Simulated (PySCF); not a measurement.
C2H5P2 (charge -1).
Z-matrix (Å and degrees, PBE0-D3(BJ)/def2-SVP geometry), rows numbered from 1:
```
C 
C   1  1.3586
P   2  1.7994  1  127.92
P   3  2.1807  2   95.99  1   179.82
H   1  1.0960  2  121.39  3   179.92
H   1  1.0971  2  121.90  3    -0.09
H   2  1.1025  1  116.21  3  -179.95
H   4  1.4454  3  103.86  2  -133.31
H   4  1.4457  3  103.89  2   133.17
```

Level: PBE0/pcSseg-1 in PySCF, non-relativistic, on one gas-phase PBE0-D3(BJ)/def2-SVP geometry that isn't relaxed in the solvent. The solvent is an IEF-PCM continuum (cavity from Bondi-type radii × 1.2). The model holds no explicit solvent molecules, cavitation or dispersion.

```tsv
run	E − E(gas) (kcal/mol)	HOMO (eV)	HOMO–LUMO gap (eV)
gas	0.00	0.20	5.11
P	-29.68	-2.32	5.16
Q	-54.11	-4.32	5.25
```

Problem. The runs were made in benzene and dimethylsulfoxide. Which run belongs to which solvent?

Solution. P = benzene, Q = dimethylsulfoxide. The dielectric constants are 2.271 (benzene), 46.83 (dimethylsulfoxide), and the energy falls further as ε rises. In this model the ground state sees the solvent through ε alone.

Problem. How constant is the ratio of the lowering to 1 − 1/ε?

Solution. 
```
          solvent  1 − 1/ε  E − E(gas) (kcal/mol)  ratio (kcal/mol)  polarisation term (kcal/mol)
          benzene    0.560                 -29.68             -53.0                        -30.14
dimethylsulfoxide    0.979                 -54.11             -55.3                        -56.67
```

The ratio changes by +4.2 % in size from benzene to dimethylsulfoxide. The polarisation term is half the interaction of the solute with the induced surface charges.
